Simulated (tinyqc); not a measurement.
Worked calculation: MP2 on RHF in the sto-6g basis, frozen core, for H2F+, spin multiplicity 1. Computed by tinyqc, a small Python program that keeps every step (integrals from PySCF). Settings: charge = 1, multiplicity = 1, basis = sto-6g, method = RHF, frozen orbitals = 1, energy threshold = 1e-10, iteration cap = 73, orthogonalisation = symmetric, start = core, DIIS depth = 6. Command: `OMP_NUM_THREADS=1 python tinyqc.py 23967 23968 out.jsonl` (the two numbers bound the seeds that draw the settings). One thread of a shared host (Intel(R) Xeon(R) Processor @ 2.60GHz), about 0.2 s of CPU time with the checks. The early iterations of the SCF are left out here.

## One-electron integrals

Geometry (angstrom):

| atom | x | y | z |
|---|---|---|---|
| F | 0.0000 | 0.0000 | 0.0000 |
| H | 0.0000 | 0.9260 | 0.7310 |
| H | 0.0000 | -0.9790 | 0.7720 |

Basis sto-6g: exponents (1/bohr^2) and contraction coefficients of normalised primitives:

| element | l (shell) | exponent | coefficient |
|---|---|---|---|
| F | s (1) | 1728.6266 | 0.0092 |
| F | s (1) | 316.9418 | 0.0494 |
| F | s (1) | 88.6689 | 0.1685 |
| F | s (1) | 30.4602 | 0.3706 |
| F | s (1) | 11.8286 | 0.4165 |
| F | s (1) | 4.8717 | 0.1303 |
| F | s (2) | 67.0323 | -0.0133 |
| F | s (2) | 13.2674 | -0.0470 |
| F | s (2) | 4.1235 | -0.0338 |
| F | s (2) | 1.5865 | 0.2502 |
| F | s (2) | 0.6890 | 0.5951 |
| F | s (2) | 0.3158 | 0.2407 |
| F | p (3) | 67.0323 | 0.0038 |
| F | p (3) | 13.2674 | 0.0377 |
| F | p (3) | 4.1235 | 0.1739 |
| F | p (3) | 1.5865 | 0.4180 |
| F | p (3) | 0.6890 | 0.4259 |
| F | p (3) | 0.3158 | 0.1017 |
| H | s (1) | 35.5232 | 0.0092 |
| H | s (1) | 6.5131 | 0.0494 |
| H | s (1) | 1.8221 | 0.1685 |
| H | s (1) | 0.6260 | 0.3706 |
| H | s (1) | 0.2431 | 0.4165 |
| H | s (1) | 0.1001 | 0.1303 |

Overlap, kinetic and nuclear-attraction integrals over the contracted functions; the nuclear repulsion is the sum of Za Zb / Rab.

nuclear repulsion = 8.134592 hartree

overlap S:
```
         1F 1s   1F 2s  1F 2px   1F 2py  1F 2pz   2H 1s    3H 1s
1F 1s   1.0000  0.2325  0.0000   0.0000  0.0000  0.0276   0.0236
1F 2s   0.2325  1.0000  0.0000   0.0000  0.0000  0.2970   0.2647
1F 2px  0.0000  0.0000  1.0000   0.0000  0.0000  0.0000   0.0000
1F 2py  0.0000  0.0000  0.0000   1.0000  0.0000  0.1985  -0.1803
1F 2pz  0.0000  0.0000  0.0000   0.0000  1.0000  0.1567   0.1422
2H 1s   0.0276  0.2970  0.0000   0.1985  0.1567  1.0000   0.1393
3H 1s   0.0236  0.2647  0.0000  -0.1803  0.1422  0.1393   1.0000
```

kinetic energy T (hartree):
```
          1F 1s    1F 2s  1F 2px   1F 2py  1F 2pz    2H 1s    3H 1s
1F 1s   37.3977  -1.1433  0.0000   0.0000  0.0000  -0.0055  -0.0055
1F 2s   -1.1433   1.0823  0.0000   0.0000  0.0000   0.0289   0.0148
1F 2px   0.0000   0.0000  3.2513   0.0000  0.0000   0.0000   0.0000
1F 2py   0.0000   0.0000  0.0000   3.2513  0.0000   0.0854  -0.0647
1F 2pz   0.0000   0.0000  0.0000   0.0000  3.2513   0.0674   0.0510
2H 1s   -0.0055   0.0289  0.0000   0.0854  0.0674   0.7685  -0.0104
3H 1s   -0.0055   0.0148  0.0000  -0.0647  0.0510  -0.0104   0.7685
```

nuclear attraction V (hartree):
```
           1F 1s     1F 2s    1F 2px    1F 2py    1F 2pz    2H 1s    3H 1s
1F 1s   -78.6954   -8.0687    0.0000   -0.0008   -0.0113  -1.0941  -0.9356
1F 2s    -8.0687  -12.3476    0.0000   -0.0090   -0.1328  -2.6581  -2.3293
1F 2px    0.0000    0.0000  -12.3095    0.0000    0.0000   0.0000   0.0000
1F 2py   -0.0008   -0.0090    0.0000  -12.3790   -0.0043  -1.5316   1.3587
1F 2pz   -0.0113   -0.1328    0.0000   -0.0043  -12.3528  -1.2394  -1.1006
2H 1s    -1.0941   -2.6581    0.0000   -1.5316   -1.2394  -5.4937  -0.8379
3H 1s    -0.9356   -2.3293    0.0000    1.3587   -1.1006  -0.8379  -5.2936
```

core Hamiltonian H = T + V (hartree):
```
           1F 1s     1F 2s   1F 2px   1F 2py   1F 2pz    2H 1s    3H 1s
1F 1s   -41.2977   -9.2120   0.0000  -0.0008  -0.0113  -1.0997  -0.9411
1F 2s    -9.2120  -11.2653   0.0000  -0.0090  -0.1328  -2.6292  -2.3144
1F 2px    0.0000    0.0000  -9.0582   0.0000   0.0000   0.0000   0.0000
1F 2py   -0.0008   -0.0090   0.0000  -9.1277  -0.0043  -1.4462   1.2941
1F 2pz   -0.0113   -0.1328   0.0000  -0.0043  -9.1014  -1.1720  -1.0496
2H 1s    -1.0997   -2.6292   0.0000  -1.4462  -1.1720  -4.7251  -0.8484
3H 1s    -0.9411   -2.3144   0.0000   1.2941  -1.0496  -0.8484  -4.5251
```

## Two-electron integrals

Functions are numbered as in S; the eight-fold symmetry (ij|kl) = (ji|kl) = (kl|ij) leaves the list below.

Two-electron integrals (ij|kl) in chemists' order, unique and non-zero (hartree):
```
(11|11) 5.4062      (21|11) 0.7681      (21|21) 0.1389      (22|11) 1.2663
(22|21) 0.2840      (22|22) 0.9264      (31|31) 0.0295      (32|31) 0.0447
(32|32) 0.2048      (33|11) 1.2663      (33|21) 0.2840      (33|22) 0.9264
(33|33) 0.9981      (41|41) 0.0295      (42|41) 0.0447      (42|42) 0.2048
(43|43) 0.0538      (44|11) 1.2663      (44|21) 0.2840      (44|22) 0.9264
(44|33) 0.8905      (44|44) 0.9981      (51|51) 0.0295      (52|51) 0.0447
(52|52) 0.2048      (53|53) 0.0538      (54|54) 0.0538      (55|11) 1.2663
(55|21) 0.2840      (55|22) 0.9264      (55|33) 0.8905      (55|44) 0.8905
(55|55) 0.9981      (61|11) 0.0969      (61|21) 0.0168      (61|22) 0.0337
(61|33) 0.0336      (61|41) 0.0006      (61|42) 0.0011      (61|44) 0.0337
(61|51) 4.54e-04    (61|52) 0.0009      (61|54) 8.23e-05    (61|55) 0.0337
(61|61) 0.0021      (62|11) 0.2587      (62|21) 0.0590      (62|22) 0.2162
(62|33) 0.2131      (62|41) 0.0034      (62|42) 0.0259      (62|44) 0.2188
(62|51) 0.0027      (62|52) 0.0205      (62|54) 0.0045      (62|55) 0.2167
(62|61) 0.0071      (62|62) 0.0640      (63|31) 0.0064      (63|32) 0.0371
(63|43) 0.0054      (63|53) 0.0042      (63|63) 0.0091      (64|11) 0.1432
(64|21) 0.0331      (64|22) 0.1296      (64|33) 0.1243      (64|41) 0.0080
(64|42) 0.0515      (64|44) 0.1382      (64|51) 0.0013      (64|52) 0.0114
(64|54) 0.0068      (64|55) 0.1263      (64|61) 0.0042      (64|62) 0.0471
(64|64) 0.0434      (65|11) 0.1130      (65|21) 0.0261      (65|22) 0.1023
(65|33) 0.0981      (65|41) 0.0013      (65|42) 0.0114      (65|44) 0.1007
(65|51) 0.0074      (65|52) 0.0460      (65|54) 0.0074      (65|55) 0.1082
(65|61) 0.0033      (65|62) 0.0372      (65|64) 0.0271      (65|65) 0.0305
(66|11) 0.4416      (66|21) 0.1025      (66|22) 0.4333      (66|33) 0.4197
(66|41) 0.0068      (66|42) 0.0745      (66|44) 0.4448      (66|51) 0.0054
(66|52) 0.0588      (66|54) 0.0197      (66|55) 0.4353      (66|61) 0.0125
(66|62) 0.1714      (66|64) 0.1460      (66|65) 0.1153      (66|66) 0.7750
(71|11) 0.0829      (71|21) 0.0144      (71|22) 0.0288      (71|33) 0.0288
(71|41) -4.92e-04   (71|42) -0.0010     (71|44) 0.0288      (71|51) 3.88e-04
(71|52) 0.0008      (71|54) -6.98e-05   (71|55) 0.0288      (71|61) 0.0017
(71|62) 0.0060      (71|64) 0.0032      (71|65) 0.0027      (71|66) 0.0103
(71|71) 0.0015      (72|11) 0.2268      (72|21) 0.0517      (72|22) 0.1903
(72|33) 0.1875      (72|41) -0.0030     (72|42) -0.0230     (72|44) 0.1926
(72|51) 0.0023      (72|52) 0.0181      (72|54) -0.0040     (72|55) 0.1907
(72|61) 0.0061      (72|62) 0.0460      (72|64) 0.0234      (72|65) 0.0261
(72|66) 0.1002      (72|71) 0.0054      (72|72) 0.0502      (73|31) 0.0055
(73|32) 0.0323      (73|43) -0.0047     (73|53) 0.0037      (73|63) 0.0063
(73|73) 0.0071      (74|11) -0.1275     (74|21) -0.0295     (74|22) -0.1158
(74|33) -0.1111     (74|41) 0.0069      (74|42) 0.0452      (74|44) -0.1234
(74|51) -0.0011     (74|52) -0.0101     (74|54) 0.0060      (74|55) -0.1129
(74|61) -0.0033     (74|62) -0.0239     (74|64) -0.0063     (74|65) -0.0133
(74|66) -0.0484     (74|71) -0.0032     (74|72) -0.0375     (74|74) 0.0347
(75|11) 0.1005      (75|21) 0.0232      (75|22) 0.0913      (75|33) 0.0876
(75|41) -0.0011     (75|42) -0.0101     (75|44) 0.0899      (75|51) 0.0064
(75|52) 0.0403      (75|54) -0.0065     (75|55) 0.0965      (75|61) 0.0029
(75|62) 0.0263      (75|64) 0.0132      (75|65) 0.0210      (75|66) 0.0630
(75|71) 0.0025      (75|72) 0.0296      (75|74) -0.0218     (75|75) 0.0243
(76|11) 0.0756      (76|21) 0.0175      (76|22) 0.0709      (76|33) 0.0695
(76|41) -1.66e-05   (76|42) -1.93e-04   (76|44) 0.0706      (76|51) 0.0012
(76|52) 0.0115      (76|54) -4.18e-05   (76|55) 0.0726      (76|61) 0.0021
(76|62) 0.0218      (76|64) 0.0140      (76|65) 0.0145      (76|66) 0.0665
(76|71) 0.0018      (76|72) 0.0195      (76|74) -0.0129     (76|75) 0.0131
(76|76) 0.0101      (77|11) 0.4195      (77|21) 0.0974      (77|22) 0.4132
(77|33) 0.4009      (77|41) -0.0062     (77|42) -0.0691     (77|44) 0.4237
(77|51) 0.0049      (77|52) 0.0545      (77|54) -0.0180     (77|55) 0.4151
(77|61) 0.0115      (77|62) 0.1086      (77|64) 0.0517      (77|65) 0.0674
(77|66) 0.2764      (77|71) 0.0102      (77|72) 0.1478      (77|74) -0.1276
(77|75) 0.1006      (77|76) 0.0665      (77|77) 0.7750
```

## Orthogonalisation

S = U s U^T; symmetric (Loewdin) form X = U s^(-1/2) U^T, so that X^T S X = 1.

eigenvalues of S: 0.5641  0.6573  0.9003  1.0000  1.0977  1.2063  1.5744

X:
```
          1F 1s    1F 2s  1F 2px   1F 2py   1F 2pz    2H 1s    3H 1s
1F 1s    1.0220  -0.1272  0.0000  -0.0005  -0.0036   0.0136   0.0121
1F 2s   -0.1272   1.0856  0.0000   0.0054   0.0335  -0.1582  -0.1354
1F 2px   0.0000   0.0000  1.0000   0.0000   0.0000   0.0000   0.0000
1F 2py  -0.0005   0.0054  0.0000   1.0326   0.0026  -0.1177   0.1061
1F 2pz  -0.0036   0.0335  0.0000   0.0026   1.0174  -0.0818  -0.0715
2H 1s    0.0136  -0.1582  0.0000  -0.1177  -0.0818   1.0686  -0.0535
3H 1s    0.0121  -0.1354  0.0000   0.1061  -0.0715  -0.0535   1.0547
```

## Iteration 9 (converged): orbitals

converged F (hartree):
```
           1F 1s    1F 2s   1F 2px   1F 2py   1F 2pz    2H 1s    3H 1s
1F 1s   -26.8724  -6.5075   0.0000  -0.0011  -0.0187  -0.7795  -0.6676
1F 2s    -6.5075  -3.4021   0.0000  -0.0061  -0.0744  -0.8521  -0.7550
1F 2px    0.0000   0.0000  -0.9733   0.0000   0.0000   0.0000   0.0000
1F 2py   -0.0011  -0.0061   0.0000  -0.8489  -0.0028  -0.4184   0.3861
1F 2pz   -0.0187  -0.0744   0.0000  -0.0028  -0.8849  -0.3674  -0.3408
2H 1s    -0.7795  -0.8521   0.0000  -0.4184  -0.3674  -0.6599  -0.2188
3H 1s    -0.6676  -0.7550   0.0000   0.3861  -0.3408  -0.2188  -0.6155
```

Diagonalise F' = X^T F X, C = X C', fill 5 alpha and 5 beta electrons from the bottom; D = 2 C_occ C_occ^T. Each column has its largest component positive (the first on a tie).

F' = X^T F X (hartree):
```
          1        2        3        4        5        6        7
1  -26.4614  -3.1905   0.0000  -0.0026  -0.0303  -0.0880  -0.0667
2   -3.1905  -2.2228   0.0000   0.0070   0.0228  -0.3517  -0.3070
3    0.0000   0.0000  -0.9733   0.0000   0.0000   0.0000   0.0000
4   -0.0026   0.0070   0.0000  -0.7293   0.0054  -0.3353   0.3110
5   -0.0303   0.0228   0.0000   0.0054  -0.8154  -0.2617  -0.2395
6   -0.0880  -0.3517   0.0000  -0.3353  -0.2617  -0.3871  -0.0515
7   -0.0667  -0.3070   0.0000   0.3110  -0.2395  -0.0515  -0.3951
```

orbital energies (hartree): MO1 -26.8754, MO2 -1.9494, MO3 -1.0320, MO4 -0.9858, MO5 -0.9733, MO6 -0.1374, MO7 -0.0311

coefficients C:
```
            MO1      MO2      MO3      MO4     MO5      MO6      MO7
1F 1s    0.9972  -0.2417   0.0112   0.0505  0.0000   0.0700   0.0212
1F 2s    0.0120   0.9796  -0.0611  -0.2662  0.0000  -0.4314  -0.1371
1F 2px   0.0000   0.0000   0.0000   0.0000  1.0000   0.0000   0.0000
1F 2py   0.0001   0.0054   0.7656  -0.1166  0.0000   0.1562  -0.6835
1F 2pz   0.0012   0.0723   0.1166   0.8441  0.0000  -0.5431  -0.1480
2H 1s   -0.0018   0.0724   0.3764   0.2066  0.0000   0.4919   0.8712
3H 1s   -0.0015   0.0634  -0.2991   0.3010  0.0000   0.8286  -0.5285
```

D after iteration 9:
```
          1F 1s    1F 2s  1F 2px   1F 2py   1F 2pz    2H 1s    3H 1s
1F 1s    2.1111  -0.4778  0.0000   0.0030   0.0553  -0.0093  -0.0100
1F 2s   -0.4778   2.0686  0.0000  -0.0209  -0.3220  -0.0141   0.0005
1F 2px   0.0000   0.0000  2.0000   0.0000   0.0000   0.0000   0.0000
1F 2py   0.0030  -0.0209  0.0000   1.1996  -0.0175   0.5290  -0.5275
1F 2pz   0.0553  -0.3220  0.0000  -0.0175   1.4625   0.4470   0.4475
2H 1s   -0.0093  -0.0141  0.0000   0.5290   0.4470   0.3792  -0.0916
3H 1s   -0.0100   0.0005  0.0000  -0.5275   0.4475  -0.0916   0.3682
```

## Convergence

Stop when the energy changes by less than 1e-10 hartree and every element of the error matrix X^T (F D S - S D F) X is below 3e-06.

Course of the cycle:

| iteration | E (hartree) | change | largest element of the error matrix |
|---|---|---|---|
| 1 | -98.836551 | - | 4.13e-01 |
| 2 | -99.675523 | -8.39e-01 | 1.43e-01 |
| 3 | -99.705612 | -3.01e-02 | 2.98e-02 |
| 4 | -99.706778 | -1.17e-03 | 7.52e-03 |
| 5 | -99.706850 | -7.14e-05 | 2.17e-03 |
| 6 | -99.706866 | -1.66e-05 | 3.85e-04 |
| 7 | -99.706866 | -1.30e-07 | 3.95e-05 |
| 8 | -99.706866 | -3.17e-09 | 6.88e-07 |
| 9 | -99.706866 | -1.18e-12 | 2.84e-07 |

PySCF RHF in the same basis = -99.706866 hartree

Converged in 9 iterations.

## Integrals over molecular orbitals

(pq|rs) = sum C_ip C_jq C_kr C_ls (ij|kl), one index at a time.

one-electron integrals over orbitals h = C^T H C (hartree):
```
          1        2        3        4        5        6        7
1  -41.2849   0.7134  -0.0319  -0.1413   0.0000  -0.2072  -0.0631
2    0.7134  -9.5927   0.0788   0.3797   0.0000   1.0905   0.3273
3   -0.0319   0.0788  -7.8127  -0.0774   0.0000  -0.3149   2.1936
4   -0.1413   0.3797  -0.0774  -8.2771   0.0000   1.7608   0.0938
5    0.0000   0.0000   0.0000   0.0000  -9.0582   0.0000   0.0000
6   -0.2072   1.0905  -0.3149   1.7608   0.0000  -5.3816  -0.0115
7   -0.0631   0.3273   2.1936   0.0938   0.0000  -0.0115  -5.6486
```

Two-electron integrals over orbitals (pq|rs), unique and non-zero (hartree); the lowest 1 orbital is frozen and left out:
```
(22|22) 0.8694     (32|22) -0.0023    (32|32) 0.1511     (33|22) 0.7508
(33|32) -0.0037    (33|33) 0.7162     (42|22) -0.0162    (42|32) 0.0017
(42|33) -0.0129    (42|42) 0.1587     (43|22) 0.0073     (43|32) 0.0053
(43|33) 0.0111     (43|42) -0.0104    (43|43) 0.0497     (44|22) 0.7958
(44|32) -0.0141    (44|33) 0.6841     (44|42) -0.0731    (44|43) 0.0053
(44|44) 0.8151     (52|52) 0.1864     (53|52) -0.0065    (53|53) 0.0383
(54|52) -0.0292    (54|53) 0.0018     (54|54) 0.0487     (55|22) 0.8909
(55|32) -0.0111    (55|33) 0.7392     (55|42) -0.0532    (55|43) 0.0094
(55|44) 0.7993     (55|55) 0.9981     (62|22) -0.1205    (62|32) 0.0112
(62|33) -0.0786    (62|42) -0.0561    (62|43) -0.0021    (62|44) -0.0714
(62|55) -0.1200    (62|62) 0.0660     (63|22) 0.0327     (63|32) 0.0122
(63|33) 0.0340     (63|42) -0.0092    (63|43) 0.0158     (63|44) 0.0180
(63|55) 0.0342     (63|62) -0.0107    (63|63) 0.0601     (64|22) -0.1855
(64|32) -0.0073    (64|33) -0.1158    (64|42) 0.0275     (64|43) -0.0116
(64|44) -0.1750    (64|55) -0.1906    (64|62) 0.0529     (64|63) -0.0322
(64|64) 0.1138     (65|52) -0.0397    (65|53) 0.0045     (65|54) -0.0146
(65|65) 0.0211     (66|22) 0.5380     (66|32) -0.0263    (66|33) 0.5167
(66|42) 0.0594     (66|43) -0.0270    (66|44) 0.5278     (66|55) 0.5195
(66|62) -0.0455    (66|63) -0.0355    (66|64) -0.0114    (66|66) 0.5594
(72|22) -0.0366    (72|32) -0.0721    (72|33) -0.0156    (72|42) -0.0021
(72|43) 0.0181     (72|44) -0.0278    (72|55) -0.0359    (72|62) 0.0052
(72|63) 0.0178     (72|64) 0.0145     (72|66) -0.0153    (72|72) 0.0568
(73|22) -0.2240    (73|32) 0.0216     (73|33) -0.1695    (73|42) 0.0523
(73|43) 0.0024     (73|44) -0.1871    (73|55) -0.2372    (73|62) 0.0530
(73|63) -0.0036    (73|64) 0.1035     (73|66) -0.0289    (73|72) 0.0201
(73|73) 0.1682     (74|22) -0.0096    (74|32) 0.0465     (74|33) -0.0012
(74|42) -0.0087    (74|43) -0.0011    (74|44) -0.0141    (74|55) -0.0100
(74|62) 0.0082     (74|63) 0.0421     (74|64) -0.0080    (74|66) -0.0345
(74|72) -0.0071    (74|73) 0.0210     (74|74) 0.0478     (75|52) -0.0119
(75|53) -0.0245    (75|54) 2.90e-04   (75|65) 0.0015     (75|75) 0.0186
(76|22) 0.0041     (76|32) 0.0665     (76|33) 0.0100     (76|42) 0.0025
(76|43) 0.0498     (76|44) -0.0122    (76|55) 0.0012     (76|62) -0.0053
(76|63) 0.0664     (76|64) -0.0282    (76|66) -0.0654    (76|72) 0.0034
(76|73) 0.0301     (76|74) 0.0550     (76|76) 0.1291     (77|22) 0.5703
(77|32) 0.0387     (77|33) 0.5773     (77|42) 0.0102     (77|43) 0.0227
(77|44) 0.5383     (77|55) 0.5554     (77|62) -0.0344    (77|63) 0.0441
(77|64) -0.0413    (77|66) 0.4818     (77|72) -0.0087    (77|73) -0.0347
(77|74) 0.0309     (77|76) 0.0641     (77|77) 0.5761
```

## Second-order Moller-Plesset energy

Hartree-Fock energy = -99.706866 hartree

E2 = sum_ijab (ia|jb) [2 (ia|jb) - (ib|ja)] / (e_i + e_j - e_a - e_b) over occupied i, j and virtual a, b; the opposite-spin part is (ia|jb)^2 / denominator, the rest is same-spin, and SCS-MP2 scales them by 6/5 and 1/3.

Terms:

| i | j | a | b | (ia\|jb) | (ib\|ja) | denominator | term |
|---|---|---|---|---|---|---|---|
| 3 | 3 | 7 | 7 | 0.1682 | 0.1682 | -2.0019 | -0.0141 |
| 3 | 4 | 7 | 6 | 0.1035 | 0.0421 | -1.8494 | -0.0092 |
| 4 | 3 | 6 | 7 | 0.1035 | 0.0421 | -1.8494 | -0.0092 |
| 4 | 4 | 6 | 6 | 0.1138 | 0.1138 | -1.6968 | -0.0076 |
| 3 | 3 | 6 | 6 | 0.0601 | 0.0601 | -1.7892 | -0.0020 |
| 2 | 3 | 6 | 7 | 0.0530 | 0.0178 | -2.8129 | -0.0017 |
| 3 | 2 | 7 | 6 | 0.0530 | 0.0178 | -2.8129 | -0.0017 |
| 2 | 2 | 6 | 6 | 0.0660 | 0.0660 | -3.6240 | -0.0012 |
| 4 | 4 | 7 | 7 | 0.0478 | 0.0478 | -1.9095 | -0.0012 |
| 2 | 4 | 6 | 6 | 0.0529 | 0.0529 | -2.6604 | -0.0011 |
| 4 | 2 | 6 | 6 | 0.0529 | 0.0529 | -2.6604 | -0.0011 |
| 2 | 2 | 7 | 7 | 0.0568 | 0.0568 | -3.8367 | -0.0008 |
| 4 | 3 | 6 | 6 | -0.0322 | -0.0322 | -1.7430 | -0.0006 |
| 3 | 4 | 6 | 6 | -0.0322 | -0.0322 | -1.7430 | -0.0006 |
| 3 | 4 | 6 | 7 | 0.0421 | 0.1035 | -1.8494 | 4.40e-04 |
| 4 | 3 | 7 | 6 | 0.0421 | 0.1035 | -1.8494 | 4.40e-04 |
| 5 | 5 | 6 | 6 | 0.0211 | 0.0211 | -1.6718 | -2.67e-04 |
| 3 | 4 | 7 | 7 | 0.0210 | 0.0210 | -1.9557 | -2.24e-04 |
| 4 | 3 | 7 | 7 | 0.0210 | 0.0210 | -1.9557 | -2.24e-04 |
| 5 | 5 | 7 | 7 | 0.0186 | 0.0186 | -1.8845 | -1.84e-04 |
| 2 | 3 | 7 | 7 | 0.0201 | 0.0201 | -2.9193 | -1.39e-04 |
| 3 | 2 | 7 | 7 | 0.0201 | 0.0201 | -2.9193 | -1.39e-04 |
| 2 | 3 | 7 | 6 | 0.0178 | 0.0530 | -2.8129 | 1.10e-04 |
| 3 | 2 | 6 | 7 | 0.0178 | 0.0530 | -2.8129 | 1.10e-04 |
| 2 | 4 | 7 | 6 | 0.0145 | 0.0082 | -2.7668 | -1.10e-04 |
| 4 | 2 | 6 | 7 | 0.0145 | 0.0082 | -2.7668 | -1.10e-04 |
| 2 | 3 | 6 | 6 | -0.0107 | -0.0107 | -2.7066 | -4.21e-05 |
| 3 | 2 | 6 | 6 | -0.0107 | -0.0107 | -2.7066 | -4.21e-05 |
| 4 | 4 | 6 | 7 | -0.0080 | -0.0080 | -1.8032 | -3.57e-05 |
| 4 | 4 | 7 | 6 | -0.0080 | -0.0080 | -1.8032 | -3.57e-05 |
| 2 | 4 | 7 | 7 | -0.0071 | -0.0071 | -2.8731 | -1.77e-05 |
| 4 | 2 | 7 | 7 | -0.0071 | -0.0071 | -2.8731 | -1.77e-05 |
| 2 | 2 | 6 | 7 | 0.0052 | 0.0052 | -3.7303 | -7.39e-06 |
| 2 | 2 | 7 | 6 | 0.0052 | 0.0052 | -3.7303 | -7.39e-06 |
| 3 | 3 | 6 | 7 | -0.0036 | -0.0036 | -1.8956 | -6.69e-06 |
| 3 | 3 | 7 | 6 | -0.0036 | -0.0036 | -1.8956 | -6.69e-06 |
| 2 | 4 | 6 | 7 | 0.0082 | 0.0145 | -2.7668 | -5.43e-06 |
| 4 | 2 | 7 | 6 | 0.0082 | 0.0145 | -2.7668 | -5.43e-06 |
| 5 | 5 | 6 | 7 | 0.0015 | 0.0015 | -1.7782 | -1.32e-06 |
| 5 | 5 | 7 | 6 | 0.0015 | 0.0015 | -1.7782 | -1.32e-06 |

Pair energies (hartree; pair i-j sums ij and ji):

| pair | opposite spin | same spin |
|---|---|---|
| 2-2 | -0.0021 | 0 |
| 3-2 | -0.0026 | -0.0009 |
| 3-3 | -0.0162 | 0 |
| 4-2 | -0.0023 | -2.92e-05 |
| 4-3 | -0.0152 | -0.0041 |
| 4-4 | -0.0089 | 0 |
| 5-5 | -4.54e-04 | 0 |

MP2 correlation energy = -0.052657 hartree

SCS-MP2 correlation energy = -0.058862 hartree

MP2 total energy = -99.759523 hartree
